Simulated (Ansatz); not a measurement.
Isolated molecules relaxed with PBE0-D4/def2-TZVP in Ansatz; ΔE leaves out vibrations. CBS: MP2 limit from def2 TZ/QZ plus the TZ coupled-cluster correction, frozen cores. This one scheme is used for every species. DFT in def2-TZVPP. No spin–orbit coupling; open shells (•) take unrestricted orbitals.

Reaction (homolysis of the C–N bond): `CN[SiH3]` → `[CH3]`• + `[NH][SiH3]`•

`CN[SiH3]`:

Cartesian coordinates in Å:
```
C -0.243 1.116 0.806
N -0.456 -0.256 0.396
Si 0.438 -1.006 -0.862
H -0.549 1.264 1.845
H 0.824 1.351 0.751
H -0.773 1.851 0.186
H -1.392 -0.586 0.565
H 1.888 -0.887 -0.550
H 0.243 -0.416 -2.223
H 0.021 -2.431 -0.914
```

`[CH3]`•:

Cartesian coordinates in Å:
```
C 0.000 0.000 0.000
H 0.236 0.863 -0.605
H -0.809 0.046 0.714
H 0.573 -0.909 -0.109
```

`[NH][SiH3]`•:

Cartesian coordinates in Å:
```
N 0.226 0.328 -1.306
Si 0.116 -0.003 0.412
H -0.575 -0.049 -1.819
H -0.050 -1.464 0.659
H -1.066 0.713 0.972
H 1.348 0.475 1.081
```

```csv
species,CAM-B3LYP energy (Eh)
`CN[SiH3]`,-386.57365
`[CH3]`•,-39.82836
`[NH][SiH3]`•,-346.59993
```

Task: Work out ΔE.

Result: ΔE = (-39.82836) + (-346.59993) − (-386.57365) = 0.14536 Eh = +91.2 kcal/mol. CCSD(T)/CBS gives +95.7 kcal/mol.

Largest T1 diagnostic among the species: 0.015.

Leaving LDA and LC-ωPBE aside and taking each functional with its dispersion term where it has one, the values, not all of them listed here, spread over 8.9 kcal/mol, from r2SCAN0-D4 to ωB97X-V. LDA lies +21.6 kcal/mol from PBE without D4, its usual overbinding. At CCSD(T), def2-SVP lies −1.7 kcal/mol from the extrapolated value and def2-TZVPP −2.8 kcal/mol.
